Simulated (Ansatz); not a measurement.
Results of revPBE (plane waves, PAW; Ansatz, a first-principles code) for body-centred tetragonal In.

Settings: plane-wave cutoff 520 eV, 24×24×24 k mesh, Fermi–Dirac smearing 0.05 eV, scalar-relativistic PAW data made under PBE.

The cell is scaled about its equilibrium volume:

Shape and atoms are relaxed at each volume.

```tsv
V (Å³/atom)	P (GPa)	c (Å)	a (Å)
27.244	1.45	5.015	3.296
27.812	0.68	5.049	3.319
28.379	0.01	5.083	3.342
28.947	-0.58	5.117	3.364
29.514	-1.10	5.134	3.391
```

Note: the bulk modulus comes from volumes at which shape and atoms were relaxed.
